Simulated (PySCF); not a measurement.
**Oxygen: a sound run and one with changed settings**

Sound run: O [He] 2s2 2p4, O⁺ [He] 2s2 2p3. Calculation: PySCF 2.14, in 6-31G*; no relativity, point nucleus. The sound run starts from symmetry-adapted Hartree-Fock orbitals and uses a fine grid where one is needed.

Changed run: radial step 1.2 in ln r (0.13 in the sound run). This setting is unsound on purpose.

```csv
species,method,sound run (hartree),changed run (hartree),converged
O,UHF,-74.78318,-74.78318,yes
O,r2SCAN,-75.02240,-75.05362,yes
O,PBE0,-74.98386,-75.00831,yes
O⁺,UHF,-74.34108,-74.34108,yes
O⁺,r2SCAN,-74.52150,-74.45845,yes
O⁺,PBE0,-74.47896,-74.44829,yes
```

Ionisation energy of O:

| method | sound run (eV) | changed run (eV) |
| --- | --- | --- |
| UHF | 12.030 | 12.030 |
| r2SCAN | 13.630 | 16.195 |
| PBE0 | 13.739 | 15.239 |

A coarse radial grid mis-integrates the density and the exchange-correlation energy, with errors of either sign; Hartree-Fock needs no grid.

For comparison, NIST gives 13.618 eV between the lowest levels.
